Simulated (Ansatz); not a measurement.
Ansatz (an electronic-structure program) input:

Ansatz 0.2 input:
```yaml
crystal:
  periodic: [false, false, false]
  atoms:
    - {symbol: N, position_ang: [-0.00000000, -0.00000000, -0.67156643]}
    - {symbol: O, position_ang: [0.00000000, 0.00000000, 0.58762062]}
basis:
  gaussian:
    orbitals: def2-TZVPD
hamiltonian:
  xc: {name: CAM-B3LYP}
total_charge: -1
output: {forces: true}
```

### Question
Which total energy does the run end on?

### Answer
-129.85819 Eh (CAM-B3LYP/def2-TZVPD). The basis has 77 functions.
